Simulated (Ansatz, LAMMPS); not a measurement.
**High-frequency dielectric constant of wurtzite ZnO: levels of theory against measurement**

Reference value: 3.74 (measured, temperature not stated, no zero-point or thermal correction, mean, our sources range from 3.60 to 3.74; as tabulated in Skone et al. (2014), arXiv:1501.03184).

```json
[
 {"level (code)": "ionic model binks1994 (shell model, LAMMPS)", "value": "4.13", "cell (Å³/atom)": "11.90", "difference (%)": "+10.4"},
 {"level (code)": "ionic model lewis1985b (shell model, LAMMPS)", "value": "4.27", "cell (Å³/atom)": "11.47", "difference (%)": "+14.2"},
 {"level (code)": "r²SCAN (Ansatz)", "value": "4.37 ± 0.01", "cell (Å³/atom)": "11.81", "difference (%)": "+16.8"}
]
```

Of the ranked levels ionic model binks1994 (+10.4 %) comes nearest. Among them r²SCAN (+16.8 %) misses by most.

The reference isn't brought to a static lattice, while the calculations are for one, so the differences are not the levels' errors alone. For crystals that are not cubic the mean over three axes is given.  A ± on a computed value is a rough bar: the spread of its extrapolation, a floor set from checks against published values, or a statistical error. Each level is taken at its own relaxed cell. Ansatz's density-functional and Hartree–Fock values are scalar-relativistic unless marked +SOC, with PAW data made under PBE.

Empirical potentials (ionic model binks1994, ionic model lewis1985b) are fitted to chosen data: where that held the value shown, agreement is built in, and what lay outside the fit can be far off.

Differences are worked out from the printed values.

Ansatz is a quantum-chemistry and plane-wave program.
